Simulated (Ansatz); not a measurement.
The cluster Si₂H⁺. Total charge 1; singlet. Geometry relaxed at PBE0-D4/def2-TZVP.

```xyz
3

Si    0.255   -0.036   -0.040
Si   -1.968    0.282    0.306
H     1.713   -0.246   -0.266
```

The restricted singlet is unstable: a solution with broken spin symmetry lies lower. The geometry of the singlet was relaxed on an unsound state (restricted singlet, unstable towards broken spin symmetry). At PBE0-D4/def2-TZVP a triplet of charge 1 lies 0.98 eV below the restricted singlet, each at its own geometry. The structure comes from a short search, and lower isomers may exist.

(1) Estimate the harmonic wavenumbers at RKS PBE0-D4/def2-TZVP (Ansatz, unscaled). Is this a minimum?

## Answers

(1) 177i, 271, 487, 2205 cm⁻¹. No: 1 imaginary mode, a saddle point. Zero-point energy 17.7 kJ/mol. It took 25 s on 4 threads of Arm Neoverse V1 on a shared host.
